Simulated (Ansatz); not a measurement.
Level of theory: DFT, revPBE, plane waves (420 eV) with PAW, scalar-relativistic (Ansatz). (PAW data from PBE, frozen cores regenerated.)

An element in the bcc structure gives this curve. The cell is scaled uniformly from the relaxed one, with fractional coordinates and shape fixed. Energies are extrapolated to zero smearing, pressures are those at the given smearing. Magnetic state: spin not included.

| V (Å³/atom) | E − E₀ (meV/atom) | P (GPa) |
| --- | --- | --- |
| 12.069 | 127.8 | 28.31 |
| 12.617 | 52.1 | 17.01 |
| 13.166 | 11.6 | 7.70 |
| 13.714 | 0.0 | 0.05 |
| 14.263 | 12.3 | -6.25 |
| 14.812 | 44.2 | -11.44 |
| 15.360 | 92.1 | -15.69 |

(1) Which element is it?
A. vanadium
B. osmium
C. silicon
D. rhodium

## Answers

(1) A. Its fit is V₀ = 13.69 Å³/atom, B₀ = 174 GPa, B₀′ = 3.9.
